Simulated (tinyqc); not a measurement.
The basis set: RHF and MP2 along a ladder of basis sets, for BH3, spin multiplicity 1. Computed by the program tinyqc with PySCF. 

Geometry (angstrom):

| atom | x | y | z |
|---|---|---|---|
| B | 0.0000 | 0.0000 | 0.0290 |
| H | 1.1230 | 0.0000 | 0.0000 |
| H | -0.5610 | 0.9720 | 0.0000 |
| H | -0.5610 | -0.9720 | 0.0000 |

Same geometry throughout; the dipole is taken about the origin.

RHF and frozen-core MP2 in a ladder of bases:

| basis | functions | E(RHF) (hartree) | E(MP2 corr) (hartree) | HOMO (eV) | LUMO (eV) | dipole (debye) |
|---|---|---|---|---|---|---|
| sto-3g | 8 | -26.067595 | -0.032720 | -13.1175 | 6.3888 | 0.0926 |
| 3-21g | 15 | -26.230197 | -0.053418 | -13.8919 | 2.1994 | 0.0876 |
| 6-31g | 15 | -26.370128 | -0.052992 | -13.7961 | 2.4353 | 0.0851 |
| 6-31g** | 29 | -26.385562 | -0.093188 | -13.8070 | 2.5136 | 0.0839 |
| cc-pvdz | 29 | -26.381352 | -0.091028 | -13.8108 | 1.9843 | 0.0770 |
| aug-cc-pvdz | 50 | -26.382364 | -0.094537 | -13.8373 | 0.9141 | 0.0735 |
| cc-pvtz | 72 | -26.393352 | -0.113641 | -13.8842 | 1.7017 | 0.0752 |

From cc-pVDZ to cc-pVTZ the RHF energy falls by 12.0 mhartree and the correlation energy by 22.6. If valence correlation converges as X^-3, (27 E(T) - 8 E(D))/19 gives -0.1232 hartree, a rough estimate from such small X that usually falls short; STO-3G holds about 27 % of it. Beyond STO-3G the LUMO moves by 1.6 eV and the HOMO by 0.1 eV.
